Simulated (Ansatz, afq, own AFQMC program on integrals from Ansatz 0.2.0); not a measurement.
**H$_{3}$O⁻, triplet in 6-31++G**, levels against CCSDT(Q)**

```csv
atom,x (Å),y (Å),z (Å)
O,0.0846,0.0376,-0.0791
H,-0.2466,0.9743,-0.0791
H,-0.8381,-1.1625,2.2977
H,-0.2585,-0.4086,-0.9628
```

Basis 6-31++G**. Only valence electrons are correlated. Ansatz 0.2.0 and our own AFQMC program on the same integrals; the CISD trial comes from CCSD amplitudes, and released means the phaseless constraint is let go. Error bars are statistical, one sigma.

Determinant: UHF, the one that the program's search chose, which needn't be the lowest solution. The geometry is a point of a scan.

No full CI on the walks' own integrals is used here; CCSDT(Q) serves as the reference and is uncertain by about the last step of the cluster series.

Cautions: lower spins were not checked.

```
T1 diagnostic                               : 0.0172
weight of the determinant in the CISD state : 0.929
⟨S²⟩ of the determinant                     : 2.001
size of the correlated space                : 10 electrons in 36 orbitals
```

| level | correlation energy (eV) |
| --- | --- |
| MP2 | -5.8413 |
| CCSD | -6.0390 |
| CCSD(T) | -6.1633 |

(1) Estimate where AFQMC with the constraint released lies against CCSD(T) on the same integrals.

(1) 1.51 ± 0.70 mEh below CCSD(T).

Reference: CCSDT(Q), correlation energy -6.189 eV. The released energy is read at 2.40 1/Eh (meV from the phaseless value at times in 1/Eh: -14 ± 15 at 0.24, 8 ± 14 at 0.51, -16 ± 15 at 0.99, -23 ± 23 at 1.62, -10 ± 19 at 2.40).

```csv
level,E − E(reference) (mEh),share of correlation (%)
CCSD(T),0.95,99.58
CCSDT,0.67,99.70
ph-AFQMC/CISD,-0.18 ± 0.69,100.08
released AFQMC,-0.56 ± 0.70,100.25
```

Released energies are given only where the last usable release times agree within the noise; a slower fall can still hide under it.
